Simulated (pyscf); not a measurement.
9 group-13 steps of one kind (hydrogen abstraction, radical): barrier in kcal/mol, from the separated reactants or the lowest minimum found. PySCF, gas phase, ωB97X-D3(BJ)/def2-SVP geometries. Functionals in def2-TZVP; the last column is ωB97M-D3(BJ)/def2-TZVP. Rows were drawn at random from the steps of this kind and element class whose saddle was verified and whose references are stable.

| step | PBE | r²SCAN | PBE0-D3(BJ) | ωB97M-D3(BJ) |
|---|---|---|---|---|
| •HN–Al(NH₂)–NH₂ + H₂ → H₂N–Al(NH₂)–NH₂ + H• | -0.1 | 2.7 | 2.7 | 5.8 |
| HO–AlH₂ + H• → [HO–AlH]• + H₂ | -0.8 | -2.1 | 0.7 | 3.2 |
| [Cl–B–Cl]• + H₂ → Cl–BH–Cl + H• | 5.5 | 7.8 | 6.6 | 8.4 |
| [O=Al]• + CH₄ → HO–Al [singlet] + CH₃• | 4.3 | 6.0 | 5.6 | 9.3 |
| [HO–B–OH]• + H₂ -> HO–BH–OH + H• | 7.6 | 9.6 | 9.0 | 10.9 |
| H₂N–AlH₂ + H• → [H₂N–AlH]• + H₂ | -0.8 | -2.1 | 0.6 | 3.3 |
| GaH₃ + CH₃• -> GaH₂• + CH₄ | -0.3 | 3.2 | 2.2 | 5.1 |
| H₃C–N(CH₃)–AlH₂ + H• → [H₃C–N(CH₃)–AlH]• + H₂ | -0.9 | -2.2 | 0.5 | 3.1 |
| H₂B–PH₂ + H• → H₂B–PH• + H₂ | -0.4 | -1.9 | 1.0 | 3.4 |

Differences from the last column (kcal/mol): PBE: mean -4.2, median -4.0, mean size 4.2, lower in 9 of 9; r²SCAN: mean -3.5, median -3.3, mean size 3.5, lower in 9 of 9; PBE0-D3(BJ): mean -2.6, median -2.6, mean size 2.6, lower in 9 of 9. PBE is closest for row 3 (2.9 kcal/mol apart) and farthest for row 1 (5.9 kcal/mol). PBE, r²SCAN and M06-2X carry no added dispersion term. The last column is a level with limits of its own. Each barrier is that of the saddle found. The term symbol of open-shell O=Al was not checked; spin-orbit terms are left out. Elements up to Kr have no core potential and no relativistic terms here.
